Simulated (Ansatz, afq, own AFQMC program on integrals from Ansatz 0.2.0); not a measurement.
Integrals from Ansatz 0.2.0, then the random walk in our own AFQMC program (afq).

```yaml
crystal:
  periodic: [false, false, false]
  atoms:
    - {symbol: O, position_ang: [-1.078776, -0.027457, 0.000000]}
    - {symbol: H, position_ang: [-1.328086, 0.899119, 0.000000]}
    - {symbol: H, position_ang: [0.162224, -0.027457, 0.000000]}
    - {symbol: O, position_ang: [1.152224, -0.027457, 0.000000]}
basis:
  gaussian: {orbitals: cc-pVTZ}
magnetization: {spin_polarized: true, initial_magnetization: 2}
correlation: {method: ccsd_t, electrons: outside_noble_gas, hamiltonian_folder: ham}
```

```sh
$ ansatz run in.yaml --threads 1 --pin off --events-out ev --progress --plain --max-ram 16896MiB --backend cuda --devices 0, --max-vram 18GiB
```

afq runs on the folder ham with

```
--method phaseless --trial hf --walkers 1500 --populations 20 --least-time 40 --time-step 0.005 --steps-per-block 20 --equilibration-blocks 112 --max-blocks 4000 --target-error 0.0011 --factor-cut 1e-05 --start spin_pure --seed 3970 --taylor-order 6
```

Times are imaginary, in 1/Eh. The walk had a cap of 98 s. With eight or more populations the least sampling time is a fifth of least-time, and the error comes from their spread.

Log:

```
orbitals 86  electrons 8 6  factors 530 of 530
reference energy -150.80509813 Eh
CCSD correlation -0.44424703 Eh in 19 cycles, weight of the determinant in the CISD state 0.8837
energy of the start -150.806052 Eh
 block  time / (1/Eh)  mean weight  energy / Eh
     1     0.100  1.0037  -150.992190
     2     0.200  1.0039  -151.091806
     3     0.300  1.0039  -151.138548
     4     0.400  1.0027  -151.172267
     5     0.500  1.0014  -151.199361
     8     0.800  1.0009  -151.234576
    15     1.500  0.9998  -151.264182
    36     3.600  1.0000  -151.276897
    57     5.700  1.0004  -151.270265
    78     7.800  1.0005  -151.260174
    99     9.900  1.0007  -151.262328
   113    11.300  0.9999  -151.279575
   120    12.000  1.0005  -151.271275
   141    14.100  1.0007  -151.247521
   162    16.200  0.9995  -151.266999
   183    18.300  0.9996  -151.253413
   204    20.400  1.0006  -151.260844
   225    22.500  0.9985  -151.263590
   239    23.900  0.9998  -151.247148
   246    24.600  1.0012  -151.261077
   267    26.700  1.0004  -151.260880
   288    28.800  1.0010  -151.259974
   302    30.200  1.0013  -151.269022
error from the spread of 20 populations
energy -151.260760 +/- 0.001527 Eh
(rows thinned)
```

The run passed its tests (sampling time, drift between the halves within three errors, error under three times the target), which doesn't prove that it has relaxed, ending at its cap on processor time.

Against this walk (error 41.5 meV) on the same determinant: CCSD(T) 50.5 meV lower (within the noise), a separate phaseless walk with a CISD trial and standard settings 69.3 ± 42.0 meV lower (within the noise). The error is statistical and leaves out the bias of the constraint. None of these is a sure reference here.

Cautions: constraint bias not in the error; error above the target (41.5 against 29.9 meV); lower spins were not checked.

The walk took 98 s on 1 × NVIDIA H100 80GB HBM3 with 2 threads of AMD EPYC 7R13 Processor (Zen 3), on a shared host (the card was shared). The log's last line is the phaseless energy.

A walk keeps the symmetry of its determinant, which the program's search chose and which needn't be the lowest solution, so a lower state of the same spin and another symmetry isn't excluded.
